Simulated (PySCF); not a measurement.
**S: ionisation energy**

S [Ne] 3s2 3p4 (3P) → S⁺ [Ne] 3s2 3p3 (4S), as a difference of total energies. All numbers are calculated (PySCF 2.14, scalar relativity by spin-free X2C-1e, in aug-cc-pVDZ-DK). Correlated levels: valence: [Ne] frozen. The calculations carry no spin-orbit coupling.

| method | ionisation energy (eV) |
| --- | --- |
| UHF | 9.207 |
| MP2 (valence) | 9.759 |
| CCSD (valence) | 9.792 |
| CCSD(T) (valence) | 9.814 |

Task: Estimate what CCSDT (valence) gives.

Result: 9.818 eV, closest to CCSD(T) (valence) among the rows shown.

Task: Estimate what SCS-MP2 (valence) gives.

Result: 9.786 eV, closest to CCSD (valence) among the rows shown.

Errors of the correlated levels include the incompleteness of this basis and the frozen core.

For comparison: 10.336 eV (measured; NIST levels, between the centres of gravity of the two terms).
